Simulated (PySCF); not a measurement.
# One molecule, many functionals

Species: 1,1,2-trichloroethane, C2H3Cl3.
Cartesian coordinates in Å at the PBE0-D3(BJ)/def2-SVP level; atoms count from 1:
```xyz
8
C2H3Cl3 angstrom
Cl     2.1238   -0.5169    0.0244
C      0.6292    0.3766   -0.3193
C     -0.5680   -0.2755    0.3378
Cl    -0.8781   -1.8902   -0.3190
Cl    -1.9751    0.7928    0.1066
H      0.4830    0.4193   -1.4071
H      0.7413    1.3958    0.0741
H     -0.4180   -0.3876    1.4188
```

Linear-response calculations in the def2-SVPD basis (PySCF; singlets by full response, triplets Tamm–Dancoff, core orbitals frozen in the response; HF means time-dependent Hartree–Fock). 'Strongest' is the level of largest summed f among the singlets computed (10 roots, of which the last may lack a degenerate partner); it can jump between rows when another state enters that window. S1 is the lowest singlet of each run and needn't be the same state throughout; f(S1) is that of one state. Geometry: PBE0-D3(BJ)/def2-SVP, one conformer, isolated molecule.

```json
{"functional": "LDA", "kind": "LDA", "S1 (eV)": "6.02", "f(S1)": "0.010", "strongest (eV)": "6.65", "T1 (eV)": "5.75", "HOMO (eV)": "-7.58", "gap (eV)": "5.87", "ionisation energy, ΔSCF (eV)": "11.13"}
{"functional": "PBE", "kind": "GGA", "S1 (eV)": "6.07", "f(S1)": "0.012", "strongest (eV)": "6.68", "T1 (eV)": "5.73", "HOMO (eV)": "-7.48", "gap (eV)": "5.92", "ionisation energy, ΔSCF (eV)": "10.31"}
{"functional": "B3LYP", "kind": "global hybrid, 20% exact exchange", "S1 (eV)": "6.75", "f(S1)": "0.011", "strongest (eV)": "7.44", "T1 (eV)": "6.16", "HOMO (eV)": "-8.60", "gap (eV)": "7.85", "ionisation energy, ΔSCF (eV)": "10.79"}
{"functional": "PBE0", "kind": "global hybrid, 25% exact exchange", "S1 (eV)": "6.92", "f(S1)": "0.008", "strongest (eV)": "7.05", "T1 (eV)": "6.26", "HOMO (eV)": "-8.88", "gap (eV)": "8.39", "ionisation energy, ΔSCF (eV)": "10.89"}
{"functional": "BHandHLYP", "kind": "global hybrid, 50% exact exchange", "S1 (eV)": "7.37", "f(S1)": "0.008", "strongest (eV)": "8.69", "T1 (eV)": "6.58", "HOMO (eV)": "-10.14", "gap (eV)": "10.69", "ionisation energy, ΔSCF (eV)": "11.28"}
{"functional": "CAM-B3LYP", "kind": "range-separated hybrid", "S1 (eV)": "7.11", "f(S1)": "0.007", "strongest (eV)": "8.30", "T1 (eV)": "6.38", "HOMO (eV)": "-10.25", "gap (eV)": "10.85", "ionisation energy, ΔSCF (eV)": "11.22"}
{"functional": "wB97X-D", "kind": "range-separated hybrid", "S1 (eV)": "7.13", "f(S1)": "0.005", "strongest (eV)": "8.39", "T1 (eV)": "6.46", "HOMO (eV)": "-10.77", "gap (eV)": "12.05", "ionisation energy, ΔSCF (eV)": "11.19"}
{"functional": "LC-wPBE", "kind": "range-separated hybrid", "S1 (eV)": "7.36", "f(S1)": "0.002", "strongest (eV)": "9.08", "T1 (eV)": "6.53", "HOMO (eV)": "-11.70", "gap (eV)": "13.46", "ionisation energy, ΔSCF (eV)": "11.65"}
{"functional": "HF", "kind": "Hartree–Fock", "S1 (eV)": "8.06", "f(S1)": "0.009", "strongest (eV)": "10.00", "T1 (eV)": "7.07", "HOMO (eV)": "-12.19", "gap (eV)": "14.69", "ionisation energy, ΔSCF (eV)": "not settled"}
```

S1 runs from 6.02 eV (LDA) to 8.06 eV (HF), a spread of 2.04 eV, while the orbital gap spreads over 8.8 eV. Along PBE (0%), B3LYP (20%), PBE0 (25%), BHandHLYP (50%), HF (100%) S1 rises with the share of exact exchange. −ε(HOMO) comes closest to its own ΔSCF ionisation energy with LC-wPBE (+0.05 eV) and misses most with LDA (-3.54 eV). 'Not settled' means that the ion's SCF failed to converge or may have ended in another state than the lowest.
